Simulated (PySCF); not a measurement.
## One molecule, a ladder of functionals, a line

Molecule: `COC(C)=S`, C3H6OS.

Geometry:
```csv
atom,x (Å),y (Å),z (Å)
C1,-0.541,-1.297,-0.608
O2,-1.093,0.001,-0.573
C3,-0.465,1.019,0.016
C4,0.871,0.741,0.638
S5,-1.170,2.489,0.029
H6,-1.264,-1.920,-1.150
H7,-0.403,-1.711,0.403
H8,0.421,-1.320,-1.144
H9,0.791,-0.028,1.424
H10,1.587,0.364,-0.112
H11,1.265,1.662,1.077
```

GIAO shieldings (ppm, equivalent atoms averaged) in PySCF 2.14.0 with density-fitted response routines on the PBE0-D3(BJ)/def2-SVP geometry, basis pcSseg-2, gas phase, non-relativistic:

```csv
functional,exact exchange (%),σ(C1),σ(C4),σ(O2)
BLYP,0,114.5,142.9,64.3
BP86,0,118.8,146.5,67.5
PBE,0,119.0,147.1,66.4
B3LYP,20,119.9,147.0,79.3
mPW1PW91,25,124.6,151.0,83.8
BHandHLYP,50,127.0,152.4,101.3
HF,100,138.0,160.9,134.2
```

Problem. Fit each shielding as a line in the percentage of exact exchange.

Solution. σ(C1) = 117.4 + 0.20 x (rms 1.7 ppm); σ(C4) = 145.4 + 0.15 x (rms 1.5 ppm); σ(O2) = 66.2 + 0.68 x (rms 1.0 ppm). The functionals also differ in their semilocal parts, which the line can't hold; Hartree–Fock has no correlation at all.

Problem. What does the line predict for PBE0 (25 %), and what does the run give?

Solution. σ(C1): 122.4 predicted, 125.3 computed; σ(C4): 149.2 predicted, 151.7 computed; σ(O2): 83.2 predicted, 84.3 computed ppm.
